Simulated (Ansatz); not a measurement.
The input, for Ansatz 0.2.0:

```yaml
crystal:
  periodic: [false, false, false]
  atoms:
    - {symbol: Sb, position_ang: [0.000000, 0.000000, 0.000000]}
    - {symbol: H, position_ang: [0.000000, 0.000000, 3.734000]}
basis:
  gaussian: {orbitals: def2-SVP}
magnetization: {spin_polarized: true, initial_magnetization: 0}
hamiltonian: {xc: {name: B3LYP}}
```

```sh
$ ansatz run in.yaml --threads 1 --pin off --events-out ev --progress --plain --max-ram 2393MiB
```

The program prints:

```
388 factors; integrals over basis functions are off by at most 1.9e-4 eV
mean field evaluation 1: about -6546.1439 eV, gradient 1.2e1 eV
mean field evaluation 2: about -6537.8509 eV, gradient 1.9e1 eV
mean field evaluation 4: about -6547.7338 eV, gradient 1.1e1 eV
mean field evaluation 8: about -6547.7345 eV, gradient 1.1e1 eV
mean field evaluation 16: about -6550.1936 eV, gradient 1.3e0 eV
mean field evaluation 32: about -6551.8006 eV, gradient 3.1e-3 eV
mean field evaluation 64: about -6550.8730 eV, gradient 1.0e-4 eV
mean field evaluation 96: about -6551.7855 eV, gradient 7.1e-1 eV
mean field evaluation 128: about -6551.8006 eV, gradient 7.5e-5 eV
mean field evaluation 160: about -6551.7086 eV, gradient 1.8e-1 eV
mean field evaluation 192: about -6551.7987 eV, gradient 1.5e-1 eV
mean field -6551.80064854 eV, -240.7742328637 hartree, gradient 1.6e-6 eV, S^2 1.934994; 15 other end points of the search recorded, 0 dependent functions left out
reference -6551.80085197 eV, -240.7742403396 hartree; 12, 12 occupied and 19, 19 virtual orbitals, 388 factors
Total energy: -6551.80085197 eV, -240.7742403396 hartree
```

Ran on 1 thread of Arm Neoverse V1, shared host: 7.5 s wall, 0.18 GiB peak host memory.
